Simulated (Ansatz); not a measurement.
Ansatz (an electronic-structure program) input (CCSD(T)/cc-pwCVQZ): A basis named .json is the Basis Set Exchange file of that set (core-valence sets with the plain set on hydrogen).

Ansatz 0.2 input:
```yaml
crystal:
  periodic: [false, false, false]
  atoms:
    - {symbol: O, position_ang: [-0.00000000, -0.00000000, -0.10852476]}
    - {symbol: H, position_ang: [0.00000000, 0.00000000, 0.86819804]}
basis:
  gaussian:
    orbitals: cc-pwCVQZ.json
magnetization: {spin_polarized: true, initial_magnetization: 1}
correlation: {method: ccsd_t, electrons: outside_noble_gas}
```

Output:

```
Functional definition: HF
integrals: 0.26 GiB planned
701 factors; integrals over basis functions are off by at most 1.3e-3 eV
mean field: 0.22 GiB planned
mean field evaluation 1: about -2051.9273 eV, gradient 1.2e1 eV
mean field evaluation 2: about -2051.9273 eV, gradient 1.2e1 eV
mean field evaluation 4: about -2052.4282 eV, gradient 1.3e0 eV
mean field evaluation 8: about -2052.4360 eV, gradient 5.0e-4 eV
mean field evaluation 16: about -2050.6291 eV, gradient 1.7e1 eV
mean field evaluation 32: about -2052.4360 eV, gradient 3.2e-2 eV
mean field -2052.43599285 eV, -75.4256315461 hartree, gradient 1.3e-6 eV, S^2 0.756775; 2 other end points of the search recorded, 0 dependent functions left out
1 core orbitals not correlated
reference -2052.43599285 eV, -75.4256315461 hartree; 4, 3 occupied and 109, 110 virtual orbitals, 701 factors
second order -5.99382076 eV of doubles, -0.00000000 eV of singles
coupled cluster: 0.65 GiB planned
cycle   1  -6.17035845 eV  change   -1.8e-1 eV  update   3.4e-2
cycle   2  -6.28683319 eV  change   -1.2e-1 eV  update   1.1e-2
cycle   3  -6.30373701 eV  change   -1.7e-2 eV  update   4.6e-3
cycle   4  -6.30281705 eV  change    9.2e-4 eV  update   1.7e-3
cycle   5  -6.30346683 eV  change   -6.5e-4 eV  update   7.1e-4
cycle   6  -6.30369202 eV  change   -2.3e-4 eV  update   2.4e-4
cycle   7  -6.30373492 eV  change   -4.3e-5 eV  update   7.1e-5
cycle   8  -6.30372299 eV  change    1.2e-5 eV  update   2.5e-5
cycle   9  -6.30371853 eV  change    4.5e-6 eV  update   9.1e-6
cycle  10  -6.30372104 eV  change   -2.5e-6 eV  update   2.5e-6
perturbative correction -0.17251768 eV, -0.0063399078 hartree
Total energy: -2058.91223157 eV, -75.6636289294 hartree
```
